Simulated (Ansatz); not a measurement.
Geometry optimisation, Ansatz, UKS r2SCAN/def2-SVP.

Input:

```yaml
crystal:
  periodic: [false, false, false]
  atoms:
    - { symbol: Si, position_ang: [0.000394, 0.0, -0.311909] }
    - { symbol: H, position_ang: [0.001093, 0.0, 2.347148] }
    - { symbol: H, position_ang: [1.437334, 0.0, -0.70935] }
    - { symbol: H, position_ang: [-0.718175, 1.244478, -0.709121] }
    - { symbol: H, position_ang: [-0.718175, -1.244478, -0.709121] }
    - { symbol: F, position_ang: [-0.00107, 0.0, 3.273753] }
magnetization:
  spin_polarized: true
  initial_magnetization: 1
basis:
  gaussian: { orbitals: def2-SVP }
hamiltonian:
  xc: r2scan
relax:
  f_tol: 0.03
  max_steps: 50
```

Command:

```bash
$ ansatz run input.yaml --threads 1 --pin off --max-ram 2048MiB --backend cpu --events-out ev --progress --plain --runs-dir out
```

Question: Where does it end, and by what steps?

Answer: The run converged. After 3 steps the energy has fallen by 0.001 eV; H2 moved furthest, 0.05 Å.

| step | energy less start (eV) | largest force component (eV/Å) | accepted |
| --- | --- | --- | --- |
| 0 | 0.0000 | 0.198 | yes |
| 1 | -0.0007 | 0.127 | yes |
| 2 | -0.0008 | 0.112 | yes |
| 3 | -0.0009 | 0.007 | yes |

```xyz
6
Properties=species:S:1:pos:R:3
Si 0.000 0.000 -0.289
H 0.002 0.000 2.302
H 1.435 0.000 -0.689
H -0.717 1.243 -0.688
H -0.717 -1.243 -0.688
F -0.002 0.000 3.233
```

Whether the end is a true minimum wasn't checked by a vibrational analysis.

The run took 11 s on 1 thread of Intel(R) Xeon(R) Platinum 8488C (Sapphire Rapids), on a shared host, peak memory 0.16 GiB.
